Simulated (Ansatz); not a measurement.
Worked example: correlation energy of Al–C–OH, triplet

Geometry: displaced at random from a stationary point.

```yaml
atoms:
  - { symbol: Al, position_ang: [0.0646, -0.1389, 2.2109] }
  - { symbol: C, position_ang: [-0.1003, -0.0436, 0.2914] }
  - { symbol: O, position_ang: [-0.0237, -0.2921, -1.0044] }
  - { symbol: H, position_ang: [0.0595, 0.4745, -1.4979] }
```

Basis cc-pVDZ; Ansatz 0.2.0. Only valence electrons are correlated (noble-gas cores frozen), which leaves 14 electrons in 44 orbitals. Prefix R: restricted or restricted open-shell reference; prefix U: unrestricted.

Full CI isn't at hand for all of this; UCCSDT(Q) serves as the reference, and is uncertain by the last step of the cluster series or more.

Unrestricted rows (U) aren't spin-pure: their determinants' ⟨S²⟩ exceeds S(S+1) by up to 0.11, so they mix in states of higher spin.

UCCSD has a T1 diagnostic of 0.036 and a largest doubles amplitude of 0.08.

Runs differ by some tens of microhartree through their thresholds and, for an open shell, their frozen cores, so steps under 0.03 kcal/mol mean nothing.

```tsv
level	total energy (hartree)
UHF	-355.136721
UMP2	-355.450119
UCCSD	-355.484068
UCCSD(T)	-355.494343
UCCSDT	-355.495751
UCCSDT(Q)	-355.496743
```

Task: What is the correlation energy at UCCSDT(Q), and what share of it do UMP2 and UCCSD(T) recover?

Result: E(corr) = -355.496743 − (-355.136721) = -0.360022 hartree = -9.797 eV. UMP2: -0.313398 / -0.360022 = 87.05 %. UCCSD(T): -0.357622 / -0.360022 = 99.33 %.

Task: By how many kcal/mol does UCCSD(T) miss UCCSDT(Q) (1 hartree = 627.509 kcal/mol), and which steps make up the rest?

Result: -355.494343 − (-355.496743) = 0.002400 hartree = 1.51 kcal/mol. Steps: UCCSDT − UCCSD(T) = -0.88, UCCSDT(Q) − UCCSDT = -0.62 kcal/mol. Differences between like states or geometries often cancel part of this.
